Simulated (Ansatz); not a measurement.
For zinc-blende GaN (metastable phase), PBE in Ansatz (plane waves, PAW) gives:

```
Item                             Result
-------------------------  ------------
lattice parameter a             4.548 Å
bulk modulus B0                 172 GPa
cohesive energy            4.39 eV/atom
band gap                        1.54 eV
TO(Γ) frequency                517 cm⁻¹
elastic constant C11            254 GPa
elastic constant C44            145 GPa
polycrystal shear modulus       103 GPa
```

Q: What does PBE0 (plane waves, PAW; Ansatz, an electronic-structure program) give for the same quantities?

A: 
- lattice constant a: 4.497 Å (decreases by 1.1 %)
- bulk modulus: 200 GPa (increases by 16 %)
- cohesive energy: 4.32 eV/atom (drops by 0.07 eV/atom)
- band gap: 3.68 eV (goes up by 2.14 eV)
- zone-centre TO phonon frequency: 551 cm⁻¹ (rises by 6.6 %)
- elastic constant C11: 289 GPa (increases by 14 %)
- elastic constant C44: 165 GPa (grows by 14 %)
- Voigt–Reuss–Hill shear modulus: 115 GPa (goes up by 12 %)

For comparison: lattice constant a 4.5 Å (measured, 300 K, not corrected to a static lattice; as tabulated in Vurgaftman et al. (2001), doi:10.1063/1.1368156); band gap 3.48 eV (measured, zero-point renormalisation of 0.176 eV (computed, arXiv:2011.12765) added back here; inputs from Vurgaftman et al. (2001), doi:10.1063/1.1368156).

Changes are worked out from the printed values.

Unless a cell is named, each level is at its own relaxed cell (PBE 11.76, PBE0 11.36 Å³/atom).

Spin–orbit coupling is included only where a level's name says +SOC; with heavier elements it mostly lowers gaps and can invert bands. Density-functional gaps are differences of (generalised) Kohn–Sham levels.

Ansatz's density-functional and Hartree–Fock values are scalar-relativistic unless marked +SOC, with PAW data made under PBE.
